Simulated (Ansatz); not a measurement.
# C3H5NO: up Jacob's ladder to CCSD(T)

The task here is to estimate one member of a computed series from the others.

Program: Ansatz 0.2.0, Gaussian basis. Level of theory: functionals in def2-TZVPP, the program's frozen cores in correlated methods. These are calculated values, not measurements.

Levels to be run: LDA (SPW92), PBE-D4, revPBE-D4, BLYP-D4, r2SCAN-D4, B97M-V, PBE0-D4, B3LYP-D4, r2SCANh-D4, r2SCAN0-D4, HSE06-D4, BHLYP-D4, CAM-B3LYP-D4, LC-ωPBE, ωB97X-V, ωB97M-V, B2PLYP, PBE-QIDH; CCSD(T)/def2-SVP; CCSD(T)/def2-TZVPP; MP2/def2-QZVPP; extrapolation to the limit; RPA on PBE.

### The geometry

All runs share one geometry, relaxed beforehand with PBE0-D4 in a triple-zeta def2 set.

SMILES `NCC=C=O`, 10 atoms, charge 0, spin multiplicity 1.

Atoms are counted from 1 here; the program's logs count them from 0.

Bond lengths: N1–C2 1.458 Å, N1–H6 1.014 Å, N1–H7 1.013 Å, C2–C3 1.503 Å, C2–H8 1.093 Å, C2–H9 1.100 Å, C3–C4 1.309 Å, C3–H10 1.083 Å, C4–O5 1.158 Å. Angles: C2–N1–H6 110.2°, C2–N1–H7 110.3°, H6–N1–H7 107.2°, N1–C2–C3 111.8°, N1–C2–H8 107.9°, N1–C2–H9 113.7°, C3–C2–H8 109.6°, C3–C2–H9 107.3°, H8–C2–H9 106.4°, C2–C3–C4 122.2°, C2–C3–H10 121.2°, C4–C3–H10 116.6°, C3–C4–O5 178.8°.

Set-up of the first run:

Contents of in.yaml:

```yaml
crystal:
  periodic: [false, false, false]
  atoms:
    - {symbol: N, position_ang: [-0.213877, 0.207279, 1.482892]}
    - {symbol: C, position_ang: [-0.228382, 0.608676, 0.081629]}
    - {symbol: C, position_ang: [0.538242, -0.352335, -0.782572]}
    - {symbol: C, position_ang: [-0.048165, -1.325997, -1.431808]}
    - {symbol: O, position_ang: [-0.578114, -2.170640, -2.020017]}
    - {symbol: H, position_ang: [-0.662265, 0.914070, 2.054969]}
    - {symbol: H, position_ang: [0.739895, 0.117094, 1.811974]}
    - {symbol: H, position_ang: [-1.270717, 0.644433, -0.246218]}
    - {symbol: H, position_ang: [0.188163, 1.611046, -0.095606]}
    - {symbol: H, position_ang: [1.618318, -0.304526, -0.852342]}
basis:
  gaussian: {orbitals: def2-TZVPP}
hamiltonian: {xc: lda}
output: {orbitals: {seedname: orbitals}}
```

Command:

```console
$ ansatz run in.yaml --threads 2 --pin off --events-out ev --progress --plain --max-ram 4352MiB
```

Among the steps run: LDA; PBE-D4 (GGA); revPBE-D4 (GGA); BLYP-D4 (GGA); r2SCAN-D4 (meta-GGA); B97M-V (meta-GGA); PBE0-D4 (hybrid); B3LYP-D4 (hybrid); r2SCANh-D4 (hybrid); r2SCAN0-D4 (hybrid); HSE06-D4 (hybrid); BHLYP-D4 (hybrid); CAM-B3LYP-D4 (range-separated); LC-ωPBE (range-separated); ωB97X-V (range-separated); ωB97M-V (range-separated); B2PLYP (double hybrid); PBE-QIDH (double hybrid).

One of the session's tables, all rows but one given; the rest of the session is left out.

It belongs to the step «Orbital energies across the functionals». 

| functional | HOMO (eV) | gap (eV) |
| --- | --- | --- |
| LDA (SPW92) | -5.68 | 3.47 |
| PBE-D4 | -5.53 | 3.58 |
| revPBE-D4 | -5.46 | 3.61 |
| BLYP-D4 | ? | ? |
| r2SCAN-D4 | -5.76 | 4.08 |
| B97M-V | -5.81 | 4.26 |
| PBE0-D4 | -6.77 | 5.96 |
| B3LYP-D4 | -6.57 | 5.46 |
| r2SCANh-D4 | -6.23 | 4.96 |
| r2SCAN0-D4 | -6.93 | 6.27 |
| HSE06-D4 | -6.37 | 5.17 |
| BHLYP-D4 | -7.90 | 8.28 |
| CAM-B3LYP-D4 | -8.13 | 8.49 |
| LC-ωPBE | -9.44 | 11.09 |
| ωB97X-V | -9.08 | 10.63 |
| ωB97M-V | -8.99 | 10.40 |

Estimate the missing values for BLYP-D4.

Worked estimate for «HOMO (eV)». Against the share of exact exchange, B3LYP-D4 (0.2, -6.57), BHLYP-D4 (0.5, -7.90) give a slope of -4.43 per unit share; at 0 the line stands at -5.68.

**Answer.** HOMO (eV): -5.42; gap (eV): 3.58. In «HOMO (eV)» the line misses by -0.26.
